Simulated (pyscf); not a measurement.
Thermochemistry of product channels of HO–SiH₂–F + H atom (H•) on the doublet surface, in kcal/mol, from ωB97M-D3(BJ)/def2-TZVP energies (ideal gas, 1 atm, RRHO with modes under 100 cm⁻¹ raised to 100, one conformer, R ln 2 for rigid chiral ones). Single points on ωB97X-D3(BJ)/def2-SVP structures (PySCF, gas phase).

| products | ΔE | ΔH(298 K) | ΔG(298 K) | ΔG(1200 K) |
|---|---|---|---|---|
| •O–SiH₂–F + hydrogen (H₂) | (withheld) | +14.4 | +13.6 | +11.6 |
| O atom (O) [triplet] + F–SiH₂• + hydrogen (H₂) | +133.7 | +130.9 | +121.1 | +91.7 |
| HO–SiH•–F + hydrogen (H₂) | (withheld) | -7.1 | -8.5 | -12.7 |
| silanone (O=SiH₂) + F atom (F•) + hydrogen (H₂) | +111.6 | +109.4 | +100.8 | (withheld) |

### Question
Some entries are withheld; supply them.

### Answer

- •O–SiH₂–F + hydrogen (H₂), ΔE: +15.6
- HO–SiH•–F + hydrogen (H₂), ΔE: -7.7
- silanone (O=SiH₂) + F atom (F•) + hydrogen (H₂), ΔG(1200 K): +75.2

These are energies of the channels, which say nothing of barriers. Left out: orbital degeneracy and the spin-orbit lowering of F, O.
